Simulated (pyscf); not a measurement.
H₂O (SMILES O) + H₂N–Zr(OH)(F)–F (SMILES [NH2][Zr]([OH])([F])[F]) → HO–Zr(OH)(F)–F (SMILES [OH][Zr]([OH])([F])[F]) + NH₃ (SMILES N) (four-centre exchange; singlet surface; H–O, N–Zr broken, O–Zr, H–N formed). Structures and frequencies: ωB97X-D3(BJ)/def2-SVP in PySCF. Energies in kJ/mol from the separated reactants.

```
level                   barrier  reaction energy
----------------------  -------  ---------------
ωB97X-D3(BJ)/def2-TZVP    -42.8            -72.7
PBE/def2-TZVP                 …            -72.5
r²SCAN/def2-TZVP              …                …
PBE0-D3(BJ)/def2-TZVP     -42.4            -71.4
M06-2X/def2-TZVP          -45.0            -70.4
ωB97M-D3(BJ)/def2-TZVP    -35.2            -75.5
```

### Question
Complete the blanks.

### Answer

- PBE/def2-TZVP, barrier: -40.4
- r²SCAN/def2-TZVP, barrier: -47.3
- r²SCAN/def2-TZVP, reaction energy: -75.9

On the reactant side the descent ends in an adduct with a O–Zr contact, 69.6 kJ/mol under the separated species and 26.8 kJ/mol under the saddle at ωB97X-D3(BJ)/def2-TZVP. On the product side the descent ends in an adduct with a N–Zr contact, 93.3 kJ/mol under the separated species and 123.1 kJ/mol under the saddle at ωB97X-D3(BJ)/def2-TZVP. At ωB97X-D3(BJ)/def2-TZVP, PBE, r²SCAN, PBE0-D3(BJ), M06-2X, ωB97M-D3(BJ) the saddle lies under the separated reactants, which points to a path from their complex (located at ωB97X-D3(BJ) alone). What is counted as formed (O–Zr) is already present as a longer contact in the reactant adduct; forming that adduct is a step of its own. What is counted as broken (N–Zr) persists as a longer contact in the product adduct; parting that adduct is a step of its own. One saddle was located; it need not be the lowest between these sides. Elements past Kr carry the def2 core potentials, without spin-orbit coupling.
